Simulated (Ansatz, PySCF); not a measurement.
The pair A = CH4 (SMILES C) (first 5 atoms), B = CH4 (SMILES C); geometry from NCB31 set.
(charge 0, multiplicity 1):
```xyz
10

C      0.000     0.000     1.807
H      0.000     1.027     1.442
H     -0.889    -0.513     1.442
H      0.000     0.000     2.897
H      0.889    -0.513     1.442
C      0.000     0.000    -1.807
H      0.889     0.513    -1.442
H      0.000     0.000    -2.897
H     -0.889     0.513    -1.442
H      0.000    -1.027    -1.442
```

Correlated levels freeze the cores. Rows in 6-31G* carry no dispersion term and start afresh at each structure (6-31G* with six Cartesian d functions).

The values were computed with Ansatz (Gaussian orbitals); PySCF for 6-31G* rows. Each number belongs to the level named beside it.

Total energies (hartree), monomers frozen at their geometry in the pair:

```
structure                HF/6-31G*  B3LYP/def2-TZVPPD  CCSD(T)/aug-cc-pVDZ
---------------------  -----------  -----------------  -------------------
AB                     -80.3894884        -81.0775645          -80.7923435
A in the pair's basis  -40.1951661        -40.5391789          -40.3958522
B in the pair's basis  -40.1951661        -40.5391789          -40.3958522
A                      -40.1950748        -40.5391516          -40.3953841
B                      -40.1950748        -40.5391516          -40.3953841
```

Q: Work out the interaction energy without and with the counterpoise correction, and the superposition error, for each level.

A: 
E(AB) − E(A) − E(B), times 627.509 kcal/mol, with the monomers in their own basis and then in the pair's basis:
- HF/6-31G*: 0.41 uncorrected, 0.53 corrected; the monomers gain 0.11 kcal/mol from borrowed functions
- B3LYP/def2-TZVPPD: 0.46 uncorrected, 0.50 corrected; the monomers gain 0.03 kcal/mol from borrowed functions
- CCSD(T)/aug-cc-pVDZ: -0.99 uncorrected, -0.40 corrected; the monomers gain 0.59 kcal/mol from borrowed functions

Ansatz is a program for electronic structure.
